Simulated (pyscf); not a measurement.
**1,1-elimination: H₃C–CH₂–SnH₃ → H₃C–CH₃ + SnH₂ [singlet]**

Gas phase, singlet surface, charge 0. Bonds broken: C2–Sn3, Sn3–H9. Bonds formed: C2–H9. Optimised with ωB97X-D3(BJ)/def2-SVP in PySCF. MP2 and CC: frozen core, UHF for open shells. ΔMP2 is the change of the MP2 total energy from the triple- to the quadruple-zeta basis.

Transition state (Å):

```xyz
11

C     -0.3134     1.7789    -0.2144
C     -0.1270     0.2797    -0.0570
Sn    -2.2666    -0.8191     0.4695
H     -0.9859     2.0263    -1.0534
H     -0.7453     2.2281     0.6928
H      0.6496     2.2819    -0.4128
H      0.3878     0.0008     0.8724
H      0.4258    -0.1724    -0.8938
H     -1.4858    -0.3654    -0.9678
H     -1.4881    -2.0900     1.3073
H     -2.6059     0.4554     1.5528
```

One imaginary mode, 1282i cm⁻¹; descent along it reached the two sides named, in the forms told below.

| bond | change | reactant side (Å) | saddle | product side |
|---|---|---|---|---|
| C2–Sn3 | breaks | 2.150 | 2.462 | 3.1 |
| Sn3–H9 | breaks | 1.713 | 1.697 | 2.9 |
| C2–H9 | forms | 3.2 | 1.758 | 1.103 |

Electronic energies relative to the reactant's lowest minimum found (kJ/mol):

| level | barrier | reaction energy | reverse barrier |
|---|---|---|---|
| ωB97X-D3(BJ)/def2-TZVP | 253.9 | +66.6 | 187.3 |
| PBE/def2-TZVP | 192.6 | +35.7 | 156.8 |
| r²SCAN/def2-TZVP | 206.7 | +51.0 | 155.7 |
| B3LYP-D3(BJ)/def2-TZVP | 214.8 | +31.6 | 183.2 |
| PBE0-D3(BJ)/def2-TZVP | 219.9 | +52.5 | 167.4 |
| M06-2X/def2-TZVP | 240.2 | +44.8 | 195.4 |
| ωB97M-D3(BJ)/def2-TZVP | 236.7 | +41.2 | 195.6 |
| HF/def2-TZVP | 302.9 | +17.2 | 285.7 |
| MP2/def2-QZVPP | 215.6 | +62.3 | 153.4 |
| CCSD/def2-TZVPP | 241.9 | +48.8 | 193.2 |
| CCSD(T)/def2-TZVPP | 227.0 | +55.3 | 171.7 |
| CCSD(T)/def2-TZVPP + ΔMP2(QZVPP) | 223.1 | +56.4 | 166.7 |

With CCSD(T)/def2-TZVPP + ΔMP2(QZVPP) energies and thermal terms (ideal gas, 1 atm, RRHO with modes under 100 cm⁻¹ raised to 100, one conformer, R ln 2 for rigid chiral ones), in kJ/mol:

```csv
T (K),ΔH‡,ΔG‡,ΔH,ΔG
298,218.1,217.7,+57.8,+18.1
600,216.9,217.7,+53.5,-20.7
900,214.9,218.5,+47.9,-56.6
1200,212.7,220.0,+42.1,-90.6
```

On the product side the descent ends in a complex (not fully relaxed), 22.8 kJ/mol under the separated species and 210.1 kJ/mol under the saddle at ωB97X-D3(BJ)/def2-TZVP. H₃C–CH₂–SnH₃ lies 33.8 kJ/mol over its isomer H₃C–SnH₂–CH₃, and others may lie lower still (electronic energy, ωB97M-D3(BJ)). This is the saddle that the search found; another between the same sides may lie lower. The CCSD(T) − MP2 part came from Ansatz, without density fitting, on the same reference. The frozen core leaves the outer d or s,p core shells of the metals and heavy elements correlated in the MP2 and CC values, and def2-TZVPP describes them poorly, which can shift differences by a few kcal/mol. Elements past Kr carry the def2 core potentials, without spin-orbit coupling.
